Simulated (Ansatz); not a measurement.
Reaction (SMILES): [C]#C (C-CH) → [C-]#C (an electron is taken up)
B3LYP-D3(BJ)/def2-TZVP geometries, fixed; electronic energies without zero-point terms; positive where energy is released.
Largest species:
```
C
C 1 1.2000
H 1 1.0642 2 180.00
```
Charge 0, spin multiplicity 2.

The adiabatic electron affinity at MP2 with Ansatz (a quantum-chemistry and plane-wave program), in eV, split into its Hartree-Fock and correlation parts. Cores are frozen. The T1 diagnostic of CCSD is high for at least one species. An unrestricted Hartree-Fock determinant is markedly spin-contaminated. Open shells are unrestricted. No added dispersion term, no relativity. Functions are those of the species that has most.

```
basis        X  functions  Hartree-Fock    MP2
-----------  -  ---------  ------------  -----
aug-cc-pVDZ  2         55         1.580  3.412
aug-cc-pVTZ  3        115         1.524  3.527
aug-cc-pVQZ  4        206         1.514  3.580
```

Worked estimate of the basis-set limit from each neighbouring pair, with Hartree-Fock from the larger set and the correlation part extrapolated as X^-3.
Correlation parts: X = 2: 1.832, X = 3: 2.003, X = 4: 2.066.
- (2,3): (27·(2.003) - 8·(1.832))/19 = 2.075; with Hartree-Fock 1.524 the estimate is 3.599 eV.
- (3,4): (64·(2.066) - 27·(2.003))/37 = 2.112; with Hartree-Fock 1.514 the estimate is 3.626 eV.
The last two estimates differ by 0.027 eV; the largest set lies 0.046 from the last. Over the last step Hartree-Fock moves by -0.010 and the correlation part by 0.063.
